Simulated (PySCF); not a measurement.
# Gas-phase XPS of Mg(SiH3)2, computed

Mg(SiH3)2.
Structure used (PBE0-D3(BJ)/def2-SVP), in Å, numbered top down from 1:
```xyz
9
H6MgSi2 angstrom
Mg     0.0100    0.0140    0.0001
Si     0.0003   -0.0169    2.5874
H      0.8976   -1.0786    3.1596
H     -1.3641   -0.2802    3.1610
H      0.4583    1.2794    3.1952
Si     0.0021    0.0202   -2.5874
H      1.3319    0.3957   -3.1791
H     -0.9927    0.9878   -3.1652
H     -0.3434   -1.3212   -3.1716
```

The calculation used delta-SCF UKS SCAN, pcX-2 on the ionised atom, pcseg-1 elsewhere, spin-free X2C in PySCF 2.14.0. Vertical ΔSCF values, vacuum level as zero.

Task: List the computed XPS lines with their assignment.

Result: 
| atom(s) | environment | level | binding energy (eV) | 2p1/2 (eV) | count |
| --- | --- | --- | --- | --- | --- |
| Si2/Si6 | silicon bonded to Mg and 3 H | Si 1s | 1845.35 | – | 2 |
| Mg1 | magnesium bonded to 2 Si | Mg 1s | 1311.00 | – | 1 |
| Si2/Si6 | silicon bonded to Mg and 3 H | Si 2p3/2 | 105.66 | 106.28 | 2 |

Task: Give the binding energy of Si 2p3/2 of Si2/Si6 in hartree and in kJ/mol.

Result: 105.66 eV = 3.8829 Eh = 10195 kJ/mol.

Task: Which effective nuclear charge Zeff reproduces each element's mean 1s value in the hydrogen-like formula E = 13.606 eV × Zeff²?

Result: Mg (Z = 12): mean 1311.0 eV, Zeff = 9.82, Z − Zeff = 2.18; Si (Z = 14): mean 1845.4 eV, Zeff = 11.65, Z − Zeff = 2.35. Means run over the listed sites, weighted by atom count.

Atoms equivalent by their bonding share one computed value, that of the first of them. The 2p values add to the ΔSCF energy of one spin-free hole a correction within the shell (spin–orbit coupling, ligand field). 2p1/2 minus 2p3/2 (ligand field included): Si 0.62 eV. Geometry: PBE0-D3(BJ)/def2-SVP; no solvent, vibrations or thermal averaging.
